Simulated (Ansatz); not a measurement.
Ansatz (a program for electronic structure) input:

Ansatz 0.2 input:
```yaml
crystal:
  periodic: [false, false, false]
  atoms:
    - {symbol: C, position_ang: [-0.00765201, 0.00466428, -0.11016720]}
    - {symbol: O, position_ang: [0.06716463, -0.04072056, 1.10546523]}
    - {symbol: O, position_ang: [0.01590056, -0.01200809, -1.23171942]}
    - {symbol: H, position_ang: [-0.61860949, 0.39384354, 1.67103665]}
basis:
  gaussian:
    orbitals: aug-cc-pVDZ
total_charge: 1
magnetization: {spin_polarized: false}
correlation: {method: ccsd_t, electrons: outside_noble_gas}
output: {forces: true}
```

### Question
What final total energy does it print?

### Answer
-188.39853 Eh (CCSD(T)/aug-cc-pVDZ). The basis has 78 functions.

It need not be the lowest isomer of its formula.
